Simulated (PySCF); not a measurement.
`C=C(C)C`: ΔSCF against reference XPS values

The experiment to reproduce (core binding energies): C 1s of C1 289.83 eV [1]; C 1s of C2 290.65 eV [1]; C 1s of C3/C4 290.69 eV [1]. Sources and the comparison follow the method.

Species: C4H8.
Bonds: C1–C2 (double), C2–C3, C2–C4. Hydrogens: H5, H6 on C1; H7, H8, H9 on C3; H10, H11, H12 on C4.

The calculation used delta-SCF UKS SCAN, pcX-3 on the ionised atom, pcseg-2 elsewhere, spin-free X2C in PySCF 2.14.0. Each binding energy is the total energy of the core-ionised species, with the hole localised on one atom, minus that of the ground state; both are solved self-consistently, so orbital relaxation is included.

| atom | environment | level | this calculation (eV) | reference (eV) | difference (eV) | source |
| --- | --- | --- | --- | --- | --- | --- |
| C1 | terminal =CH2 carbon | C 1s | 289.62 | 289.83 | -0.21 | [1] |
| C2 | fully substituted alkene carbon | C 1s | 290.49 | 290.65 | -0.16 | [1] |
| C3/C4 | allylic carbon | C 1s | 290.60 | 290.69 | -0.09 | [1] |

[1] measured, gas; Chong, Molecules 2021, 26, 1947 (electron spectra of vapor-phase indole and four azaindoles)

How well does this level of theory reproduce the measurements here?

Over the 3 different measured values (3 distinct lines) the mean signed difference is -0.15 eV, the mean unsigned one 0.15 eV and the largest 0.21 eV. The calculation is vertical and has no vibrational structure, and measured positions depend on the energy calibration.

The listed C 1s values span 0.98 eV, from C1 (bonded to C (double bond) and 2 H) to C3/C4 (bonded to C and 3 H). The widest gap between neighbouring values is 0.87 eV, between 289.62 and 290.49 eV. Summing the Pauling electronegativity differences to the bonded atoms, each weighted by its formal bond order, gives -0.70 for the lowest site and -1.05 for the highest; the largest sum, 0.00, belongs to C2, 0.11 eV below the top. The smallest sum, -1.05, belongs to C3/C4, 0.98 eV above the lowest.

The first atom of each set that the bonding makes equivalent was ionised and stands for the set. Spin contamination (⟨S²⟩ against 0.75 for a pure doublet) is marked for C 1s of C2 (0.87), which makes this value less certain. Geometry: PBE0-D3(BJ)/def2-TZVP; no solvent, vibrations or thermal averaging.

The run took 44 s of wall time on one thread of an Arm Neoverse V2, shared host with 96 logical CPUs at a one-minute load of 21, and the process peaked at 1.1 GiB of memory.
